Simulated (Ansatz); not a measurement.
**Changing the shape of H2N2, singlet**

Computed with Ansatz's Gaussian-basis code (development build). Basis cc-pVDZ, nonrelativistic, 2 orbitals frozen in the corrections; active space CAS(2,2). Restricted Hartree–Fock, then the lowest state-specific CASSCF solution met for each case. Single-reference values can break down or jump between states where bonds are stretched. Solutions in different active orbitals can move differences by tenths of an eV and at times more than 1 eV.

Case A:

| atom | x (Å) | y (Å) | z (Å) |
| --- | --- | --- | --- |
| N | 0.0000 | 0.0001 | -0.6159 |
| N | 0.0000 | -0.0001 | 0.6159 |
| H | 0.0000 | 0.9957 | -0.9141 |
| H | 0.0000 | -0.9957 | 0.9141 |

Case B:

| atom | x (Å) | y (Å) | z (Å) |
| --- | --- | --- | --- |
| N | 0.0000 | 0.0001 | -0.6651 |
| N | 0.0000 | -0.0001 | 0.6651 |
| H | 0.0000 | 1.0754 | -0.9873 |
| H | 0.0000 | -1.0754 | 0.9873 |

Case C:

```xyz
4

N     0.0000    0.0001   -0.5666
N     0.0000   -0.0001    0.5666
H     0.0000    0.9161   -0.8410
H     0.0000   -0.9161    0.8410
```

Energy less that of case A, in eV:

| case | RHF/ROHF | CASSCF |
| --- | --- | --- |
| B | +0.890 | +0.629 |
| C | +0.610 | +0.821 |

Question: Give the SC-NEVPT2 energies against case A.

Answer: B: +0.395 eV (9.1 kcal/mol); C: +1.067 eV (24.6 kcal/mol).

Question: Which case is lowest, and do the methods agree?

Answer: A is lowest in SC-NEVPT2. Of the methods shown, RHF/ROHF, CASSCF agree.
